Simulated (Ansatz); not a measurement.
A calculation with Ansatz (development build ahead of 0.2.0).

```yaml
crystal:
  periodic: [false, false, false]
  atoms:
    - { symbol: Al, position_ang: [0.0, 0.0, 0.0] }
    - { symbol: H, position_ang: [0.0, 0.0, 2.128] }
    - { symbol: C, position_ang: [0.0, 2.7161, -0.4789] }
basis:
  gaussian: { orbitals: pcseg-2 }
hamiltonian:
  xc: hf
```

The input is written out in the form of the current development build from the run's settings.

The run gave:

| Property | Result |
| --- | --- |
| Converged | yes |
| Total energy | -280.03844 hartree |
| Spin squared of the determinant | 0.000 |
| Stability test | minimum among restricted orbitals |

Caution: an unrestricted determinant lies well below.
